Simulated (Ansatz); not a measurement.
## Ansatz (development build ahead of 0.2.0) run

```yaml
crystal:
  periodic: [false, false, false]
  atoms:
    - { symbol: Mg, position_ang: [0.0, 0.0, 0.0] }
    - { symbol: H, position_ang: [0.0, 0.0, 1.73] }
basis:
  gaussian: { orbitals: pcseg-2 }
magnetization:
  spin_polarized: true
  initial_magnetization: 1
hamiltonian:
  xc: pbe
```

The input is written out in the form of the current development build from the run's settings.

Output:

```yaml
Converged: yes
Total_energy: -200.50259 hartree
Spin_squared_of_the_determinant: 0.753
Stability_test: minimum
```
